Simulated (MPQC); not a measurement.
**One shape, several levels: SiNH4 (SMILES N[SiH2])**

We compute a comparison of 3 runs (ROHF/cc-pVDZ, UHF/cc-pVDZ, ROSVWN1/6-31G**) of SiNH4. 

The results are computed with MPQC 2.3.1.

3 further runs of the same task are left out: 3 set aside as unsound or not needed. Runs told in other sessions of the task aren't counted.

## 1. The structure to begin with

SiNH4: 6 atoms, total charge 0, spin state doublet. SMILES: `N[SiH2]`. The shape is that of a PBE0-D4/def2-TZVP optimisation. This is one conformer, not always the lowest.

Bond lengths: N1–Si2 1.725 Å, N1–H3 1.008 Å, N1–H4 1.008 Å, Si2–H5 1.493 Å, Si2–H6 1.493 Å. Angles: N1–Si2–H5 107.3°, N1–Si2–H6 107.3°, Si2–N1–H3 119.9°, Si2–N1–H4 119.9°, H5–Si2–H6 110.5°, H3–N1–H4 110.9°.

## 2. Energy and forces at ROHF/cc-pVDZ (run 1)

Contents of input.in:

```
molecule<Molecule>: (
   symmetry = c1
   unit = angstrom
   { atoms geometry } = {
      N  [ -0.062300      -0.863500       0.020900 ]
      Si [ 0.307400       0.815300       0.161600 ]
      H  [ 0.565000      -1.475900      -0.476400 ]
      H  [ -0.503600      -1.346500       0.787600 ]
      H  [ 0.657400       1.307800      -1.204100 ]
      H  [ -0.921600       1.498900       0.664300 ]
   }
)
basis<GaussianBasisSet>: (
   name = "cc-pVDZ"
   molecule = $:molecule
   basisdir = "."
   puream = yes
)
mpqc: (
   checkpoint = no
   savestate = no
   restart = no
   do_energy = yes
   do_gradient = yes
   optimize = no
   mole<HSOSHF>: (
      molecule = $:molecule
      basis = $:basis
      total_charge = 0
      multiplicity = 2
      memory = 1000000000
      print_evals = yes
      print_npa = yes
      maxiter = 60
      lindep_tol = 1e-06
      guess_wavefunction<HSOSHF>: (
         molecule = $:molecule
         total_charge = 0
         multiplicity = 2
         memory = 1000000000
         value_accuracy = 1e-3
         basis<GaussianBasisSet>: (
            name = "STO-3G"
            molecule = $:molecule
         )
         guess_wavefunction<ExtendedHuckelWfn>: (
            molecule = $:molecule
            total_charge = 0
            multiplicity = 2
            basis<GaussianBasisSet>: (
               name = "STO-3G"
               molecule = $:molecule
            )
         )
      )
   )
)
```

The basis set cc-pVDZ is read from a file made from the Basis Set Exchange's data (not shown).

The run is started by

```sh
$ mpqc -o input.out input.in
```

Log:

```text
MPQC: Massively Parallel Quantum Chemistry
[...]
  LUMO is    14   A =   0.156255
  total scf energy = -345.6845945869
[...]
Value of the MolecularEnergy: -345.6845945869
  Gradient of the MolecularEnergy:
      1    0.0014753974
      2    0.0138892920
      3   -0.0001836524
      4    0.0008903231
      5   -0.0077419632
      6    0.0015099475
      7    0.0030853883
      8   -0.0025037200
      9   -0.0036947455
     10   -0.0033479406
     11   -0.0017291624
     12    0.0039154630
[...]
      symmetry = c1
[...]
      nbasis = 52
[...]
```

Run time: 10 s. Hardware: 1 thread of Arm Neoverse N1, shared host.

## 3. Energy and gradient at UHF/cc-pVDZ (Cartesian functions) (run 2)

Contents of input.in:

```
molecule<Molecule>: (
  symmetry = c1
  unit = angstrom
  { atoms geometry } = {
    N  [ -0.062300    -0.863500     0.020900 ]
    Si [ 0.307400     0.815300     0.161600 ]
    H  [ 0.565000    -1.475900    -0.476400 ]
    H  [ -0.503600    -1.346500     0.787600 ]
    H  [ 0.657400     1.307800    -1.204100 ]
    H  [ -0.921600     1.498900     0.664300 ]
  }
)
basis<GaussianBasisSet>: (
  name = "cc-pVDZ"
  molecule = $:molecule
  basisdir = "."
  puream = no
)
mpqc: (
  checkpoint = no
  savestate = no
  restart = no
  do_energy = yes
  do_gradient = yes
  optimize = no
  mole<UHF>: (
    molecule = $:molecule
    basis = $:basis
    total_charge = 0
    multiplicity = 2
    memory = 1000000000
    print_evals = yes
    print_npa = yes
    maxiter = 60
    extrap<DIIS>: (
      n = 12
      start = 1
    )
    guess_wavefunction<ExtendedHuckelWfn>: (
      molecule = $:molecule
      total_charge = 0
      multiplicity = 2
      basis<GaussianBasisSet>: (
        name = "STO-3G"
        molecule = $:molecule
      )
    )
  )
)
```

The basis set cc-pVDZ is read from a file made from the Basis Set Exchange's data (not shown).

The run is started by

```sh
$ mpqc input.in > input.out
```

Log:

```text
MPQC: Massively Parallel Quantum Chemistry
[...]
  USCF::init: total charge = 0
[...]
  iter     1 energy = -328.3207789960 delta = 2.41696e-01
[...]
  <S^2>      = 0.755634
  total scf energy = -345.6867269962
[...]
Value of the MolecularEnergy: -345.6867269962
  Gradient of the MolecularEnergy:
      1    0.0014017113
      2    0.0134640393
      3   -0.0002024075
      4    0.0004675051
      5   -0.0074340506
      6    0.0011211316
      7    0.0030690623
      8   -0.0024254968
      9   -0.0035789816
     10   -0.0032295790
     11   -0.0016672629
     12    0.0038716083
[...]
      symmetry = c1
[...]
      nbasis = 54
[...]
    nalpha = 13
    nbeta = 12
[...]
```

Run time: 13 s. Hardware: 1 thread of Arm Neoverse N1, shared host.

## 4. Energy and gradient at ROSVWN1/6-31G(d,p) (Cartesian functions) (run 3)

Contents of run.in:

```
% job: H4NSi
charge: 0
symmetry: c1
gradient: yes
method: RKS (xc = SVWN1 grid = fine)
multiplicity: 2
checkpoint: no
memory: 1000000000
molecule:
  N  -0.062300 -0.863500 0.020900
  Si 0.307400 0.815300 0.161600
  H  0.565000 -1.475900 -0.476400
  H  -0.503600 -1.346500 0.787600
  H  0.657400 1.307800 -1.204100
  H  -0.921600 1.498900 0.664300
basis: 6-31G**
```

The run is started by

```sh
$ mpqc -o run.out run.in
```

Log:

```text
MPQC: Massively Parallel Quantum Chemistry
[...]
  Integrated electron density error = -0.000263352638
  iter     1 energy = -344.6869160864 delta = 1.51220e-01
  Integrated electron density error = -0.000011357026
  iter     2 energy = -344.9271838018 delta = 3.42238e-02
[...]
  Integrated electron density error = 0.000002256871
  iter    15 energy = -344.9551414609 delta = 5.21944e-08
  Integrated electron density error = 0.000002256873
  iter    16 energy = -344.9551414609 delta = 2.47685e-08
  Integrated electron density error = 0.000002256874
  iter    17 energy = -344.9551414609 delta = 1.20916e-08
[...]
  LUMO is    14   A =  -0.002193
  total scf energy = -344.9551414609
[...]
  Integrated electron density error = 0.000002256244
  Total Gradient:
[...]
Value of the MolecularEnergy: -344.9551414609
  Gradient of the MolecularEnergy:
      1    0.0038230028
      2   -0.0063923228
      3    0.0038634738
      4   -0.0067152256
      5   -0.0015271677
      6   -0.0055385630
      7   -0.0072838590
      8    0.0063116137
      9    0.0061184087
     10    0.0053748144
     11    0.0047732054
     12   -0.0088573610
[...]
        symmetry = c1
[...]
        nbasis = 54
[...]
```

Run time: 12 s. Hardware: 1 thread of Arm Neoverse N1, shared host.

## 5. The series

```
run                                  level  Cartesian functions            starting guess  energy (Eh)  largest force (eV/Å)  wall time
  1                           ROHF/cc-pVDZ                   no  ROHF/STO-3G from Hueckel  -345.684595                 0.718       10 s
  2      UHF/cc-pVDZ (Cartesian functions)                  yes             huckel STO-3G  -345.686727                 0.696       13 s
  3  ROSVWN1/6-31G** (Cartesian functions)                  yes             program's own  -344.955141                 0.587       12 s
```

## 6. Outcome

| quantity | value |
| --- | --- |
| run 3: total energy | -344.95514 Eh |
| run 3: largest force on an atom | 0.587 eV/Å |

All runs together took 36 s, the longest 13 s.
